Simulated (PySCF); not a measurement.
```xyz
5

F      1.1604    -0.8608     0.6400
Si     0.0000     0.0000     0.0000
F     -1.0495    -0.9598    -0.6888
F     -0.7171     0.8403     1.1299
F      0.6062     0.9803    -1.0811
```

Charge 0, multiplicity 1.

### Question
Give the Mulliken and meta-Löwdin atomic charges from PySCF with PBE-D3(BJ)/def2-TZVP.

### Answer

| atom | Mulliken (e) | meta-Löwdin (e) |
|---|---|---|
| F1 | -0.23 | -0.45 |
| Si2 | 0.93 | 1.81 |
| F3 | -0.23 | -0.45 |
| F4 | -0.23 | -0.45 |
| F5 | -0.23 | -0.45 |
